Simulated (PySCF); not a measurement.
# `[C-]#C`: 4 charge schemes on one density

Compound: C₂H (charge -1).
Atom-mapped SMILES: `[C-:1]#[CH:2]` (hydrogens: H3 on C2)

Density: PBE0/pcSseg-1 (PySCF); schemes: Mulliken, IAO, Hirshfeld and ESP-fitted. Geometry: GFN2-xTB; no solvent, vibrations or thermal averaging. The pcSseg-1 basis has no diffuse functions, a weakness for an anion.

Q: Which atoms carry the highest charge in the Mulliken, IAO, Hirshfeld and ESP-fitted schemes?

A: All schemes agree: Mulliken H3 (-0.020); IAO H3 (+0.090); Hirshfeld H3 (-0.016); ESP-fitted H3 (+0.042).

Q: For which atoms does the sign change between the 4 schemes (beyond +0.03 e in one, beyond −0.03 e in another)?

A: For none.

Q: Give the atomic charges in each scheme.

A: In e:

| atom | environment | Mulliken | IAO | Hirshfeld | ESP-fitted |
| --- | --- | --- | --- | --- | --- |
| C1 | carbon bonded to C | -0.303 | -0.573 | -0.587 | -0.872 |
| C2 | carbon bonded to C and H | -0.678 | -0.517 | -0.397 | -0.171 |
| H3 | hydrogen on C2 | -0.020 | +0.090 | -0.016 | +0.042 |

Mean size of the charges over all atoms: IAO 0.394 e, ESP-fitted 0.362 e, Mulliken 0.333 e, Hirshfeld 0.333 e. Each set sums to the total charge, -1, to within 0.001 e. The ESP scheme fits charges at the nuclei, held to the total charge, to the electrostatic potential on points at 1.4 to 2.0 times the van der Waals radii.

Q: Sum the charges by element, for elements with more than one atom.

A: 
```json
{"element": "C", "atoms": "2", "Mulliken": "-0.980", "IAO": "-1.091", "Hirshfeld": "-0.984", "ESP-fitted": "-1.042"}
```

Q: How many electrons does the Hirshfeld scheme count on C1?

A: Z − q = 6 − (-0.587) = 6.587.

The run behind these numbers computed NMR shieldings as well. Time: 2.0 s wall. Hardware: an Arm Neoverse N1 with one thread, no GPU, shared host.
